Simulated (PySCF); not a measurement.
**Partners of methanol**

Gas-phase complexes of methanol, each in one structure from a short search with a few starts, optimised by PBE0-D3(BJ)/def2-TZVPD; other ways of binding may lie lower. Energies in kcal/mol, wB97M-D3(BJ)/def2-TZVPD, counterpoise-corrected (PySCF): interaction is complex less parts frozen as they stand in it, binding adds what it costs to deform them. Contacts are written partner···methanol; electrostatic, Pauli and orbital are terms of the uncorrected same energy, whose rest is dispersion or correlation.

No frequency run checks that these structures are minima. 1 further partner within 0.25 kcal/mol of a listed one is not ranked.

Q: Order these partners of methanol by binding energy, strongest first: formaldehyde, ammonium, fluoride, chloride, Zn2+, hydrogen cyanide.

A: Zn2+ (-116.8), fluoride (-28.8), ammonium (-23.1), chloride (-15.5), hydrogen cyanide (-5.7), formaldehyde (-5.1).
| partner | contact | distance (Å) | binding | interaction | electrostatic | Pauli | orbital |
| --- | --- | --- | --- | --- | --- | --- | --- |
| Zn2+ | Zn···O | 1.85 | -116.8 | -121.7 | -96.9 | 55.1 | -78.9 |
| fluoride | F···H | 1.29 | -28.8 | -37.7 | -54.8 | 63.0 | -45.4 |
| ammonium | H···O | 1.53 | -23.1 | -25.0 | -29.2 | 27.5 | -22.0 |
| chloride | Cl···H | 2.06 | -15.5 | -16.8 | -21.8 | 17.6 | -11.7 |
| hydrogen cyanide | H···O | 1.97 | -5.7 | -5.8 | -8.5 | 6.9 | -3.4 |
| formaldehyde | O···H | 1.95 | -5.1 | -5.2 | -8.6 | 7.7 | -3.2 |

Multiply charged ions in the gas phase bind far more strongly than in solution.
